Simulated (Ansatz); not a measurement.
# [H···H···BH2], doublet along the distance H1-H2

All five atoms lie in one plane.

Starting geometry:

```xyz
5

H    -2.2638    0.0000    0.0000
H    -1.5188    0.0000    0.0000
B     0.2172    0.0000    0.0000
H     0.7263    0.0000    1.0770
H     0.7263    0.0000   -1.0770
```

From there H2 is moved from one fragment to the other while all else, the fragments' distance too, stays fixed, so the hump isn't the reaction's barrier; atoms are numbered as listed. Energies are in kcal/mol, counted from the starting geometry at the same level.

Basis 6-31G; Ansatz 0.2.0. Only valence electrons are correlated (noble-gas cores frozen). Prefix R: restricted or restricted open-shell reference; prefix U: unrestricted.

Full CI is exact within this basis and frozen core; it isn't the basis-set limit. The frozen core follows each run's orbitals, which can shift R against U totals by a few meV.

```
distance H1-H2 (Å)  full CI  unpaired electrons (full CI)  error RHF  error RMP2  error UCCSD(T)  error BCCD(T)  error UCCSDT  error UCCSDT(Q)
             0.693      1.6                          1.02       -1.2        -0.4             0.0            0.0           0.0              0.0
             0.745      0.0                          1.02        0.0         0.0             0.0            0.0           0.0              0.0
             0.826      0.4                          1.02        2.2         0.6             0.0            0.0           0.0              0.0
             0.907      1.7                          1.02        4.3         0.8             0.0            0.0           0.0              0.0
             0.988      2.1                          1.02        4.7         0.3             0.0            0.0           0.0              0.0
             1.068      1.0                          1.02        2.5        -0.1             0.0            0.0           0.0              0.0
             1.149     -1.2                          1.02       -0.3        -1.0             0.0            0.0           0.0              0.0
             1.230     -3.2                          1.02       -2.7        -1.9             0.0            0.0           0.0              0.0
             1.311     -3.4                          1.01       -4.6        -2.7             0.0            0.0           0.0              0.0
```

Unpaired electrons are Σ n²(2−n)² over natural occupations. Errors are those of relative energies. In total energy the starting point itself misses full CI by: RHF 52.8, RMP2 14.6, UCCSD(T) 0.2, BCCD(T) 0.2, UCCSDT 0.0, UCCSDT(Q) 0.0 kcal/mol.

Spread of the error over the points with a reference, to 1.311 Å (largest less smallest): UCCSDT(Q) 0.0, UCCSDT 0.0, BCCD(T) 0.1, UCCSD(T) 0.1, RMP2 3.4, RHF 9.3 kcal/mol.
